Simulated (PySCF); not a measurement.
The first ionisation energy along the third row

Calculated with PySCF 2.14 from differences of total energies of unrestricted determinants, without spin-orbit coupling. Values in eV. The last column holds reference values (NIST; (s) semi-empirical, (t) theoretical, else measured). Unmarked ones compare directly (S terms, centres of terms, or small fine structure); those marked * lie between the lowest fine-structure levels and include a spin-orbit shift.

```tsv
element	configurations	UHF	CCSD(T) (valence)	CCSDT (valence)	LDA	PBE0	r2SCAN	reference
Mg (dyall-av2z, non-relativistic)	[Ne] 3s2 → [Ne] 3s1	6.607	7.521	7.521	7.724	7.546	7.369	7.646
Al (dyall-av2z, non-relativistic)	[Ne] 3s2 3p1 → [Ne] 3s2	5.590	5.871	5.882	6.022	6.081	6.160	5.977
Si (dyall-av2z, non-relativistic)	[Ne] 3s2 3p2 → [Ne] 3s2 3p1	7.649	8.014	8.018	8.242	8.221	8.332	8.157
P (dyall-av2z, non-relativistic)	[Ne] 3s2 3p3 → [Ne] 3s2 3p2	9.944	10.349	10.349	10.607	10.548	10.664	10.526
S (dyall-av2z, non-relativistic)	[Ne] 3s2 3p4 → [Ne] 3s2 3p3	9.217	n/a	n/a	10.579	10.391	10.373	10.336
Cl (dyall-av2z, non-relativistic)	[Ne] 3s2 3p5 → [Ne] 3s2 3p4	11.823	12.579	12.580	13.250	12.995	13.063	12.974
Ar (dyall-av2z, non-relativistic)	[Ar] → [Ne] 3s2 3p5	14.677	15.530	15.528	16.074	15.805	15.874	15.819
```

Which of these methods has the smallest mean absolute error against the measured values here?

PBE0, with 0.055 eV.

| method | elements | mean error (eV) | mean absolute error (eV) | largest error (eV) |
| --- | --- | --- | --- | --- |
| UHF | 7 | -0.847 | 0.847 | -1.151 |
| CCSD(T) (valence) | 6 | -0.206 | 0.206 | -0.395 |
| CCSDT (valence) | 6 | -0.203 | 0.203 | -0.394 |
| LDA | 7 | 0.152 | 0.152 | 0.276 |
| PBE0 | 7 | 0.022 | 0.055 | 0.104 |
| r2SCAN | 7 | 0.057 | 0.136 | -0.277 |

Errors include the incompleteness of the basis and the frozen core.

"Valence" correlates the outer s and p shells and, in groups 3 to 12 and the f block, the outer d or f shell, open or full, or the next shell where the ion has no valence electron left; the wider scheme adds the next inner shell.
